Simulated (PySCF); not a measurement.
## Name the molecule from its bond curve

A diatomic of charge +1 contains Al. Its triplet curve at PBE in a double-zeta basis (spin-free X2C with a Gaussian nucleus, PySCF), in eV from the separated fragments:

R (Å), E (eV) and a bar:
```
    1.690     -0.380 ##############################
    1.768     -0.778 ##############
    1.847     -0.999 #####
    1.906     -1.081 #
    1.965     -1.111 
    2.024     -1.102 
    2.103     -1.050 ##
    2.201     -0.946 #######
    2.319     -0.795 #############
    2.476     -0.595 #####################
```

The fit gives ωe = 575 cm⁻¹ and the rotational constant Bₑ = 0.5182 cm⁻¹.

Q: Which atom is the partner?

A: The minimum lies at 1.979 Å, so the reduced mass is 16.8576 u Å² cm⁻¹/(Bₑ·Re²) = 8.306 u. With Al at 26.98 u the partner weighs about 12.0 u: C. The molecule is AlC⁺.

The state is the lowest determinant that a PBE0 search found; another state may lie lower at other levels.
